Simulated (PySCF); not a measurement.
H3Si, SMILES [SiH3] (connectivity only; charge and spin as stated), charge +1, multiplicity 1. Coordinates come from a B3LYP-D3(BJ)/def2-TZVPD optimisation. The spin state was assumed, not searched. The isomer is the one that the SMILES or the coordinates give; other isomers of the formula were not compared.

PySCF 2.14.0 with TDA-PBE/def2-TZVPD puts the lowest singlet excitations at 5.29, 5.29, 9.85, 9.85, 10.35, 10.63 eV and the lowest triplet (TDA) at 4.59 eV.

What are the lowest singlet roots from EOM-CCSD/aug-cc-pVDZ run with PySCF? (The exact figures need the calculation; the answer reports its results.)

5.82, 5.82, 10.95, 10.96, 10.96, 12.06 eV; triplets 5.29, 5.29, 9.02 eV. S1 differs by 0.53 eV (second minus first; roots are paired by order, and the bases may differ).
